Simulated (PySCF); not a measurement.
## B–NH2, triplet in 6-31G: errors against RCCSDT

Geometry: a point of a stretch scan, not a stationary point.

```
atom   x (Å)    y (Å)    z (Å)
   B  0.0000   0.0000   0.9607
   N  0.0000   0.0000  -0.5773
   H  0.0000  -0.8409  -1.1407
   H  0.0000   0.8409  -1.1407
```

Basis 6-31G; PySCF 2.14.0. Only valence electrons are correlated (noble-gas cores frozen), which leaves 10 electrons in 20 orbitals. Prefix R: restricted or restricted open-shell reference; prefix U: unrestricted.

Full CI isn't at hand for all of this; RCCSDT serves as the reference. It lacks quadruple excitations, which often exceed the step from CCSD(T) to CCSDT. The frozen core follows each run's orbitals, which can shift R against U totals by a few meV.

The UHF ⟨S²⟩ is 2.023, the T1 diagnostic (ROHF- or RHF-based CCSD) is 0.0333 and the largest doubles amplitude (ROHF- or RHF-based CCSD) is 0.065. The T1 diagnostic (UCCSD) is 0.0236.

```tsv
level	E − E(RCCSDT) (meV)	share of correlation (%)	wall time
RHF	4319	0.00	–
UHF	4263	1.31	–
RMP2	590	86.35	–
UMP2	543	87.43	–
RCCSD	122	97.17	–
UCCSD	123	97.16	–
RCCSD(T)	18	99.59	0.58 s
UCCSD(T)	18	99.59	0.49 s
UCCSDT	0	100.00	23 s
```

The correlation energy at RCCSDT, counted from RHF, is -4.319 eV. That run took 25 s on 1 thread of Arm Neoverse N1, shared host.

Times are those of the correlated step on a shared host, with one SCF added for the restricted CCSD run; they ran on 1 thread of Arm Neoverse N1.
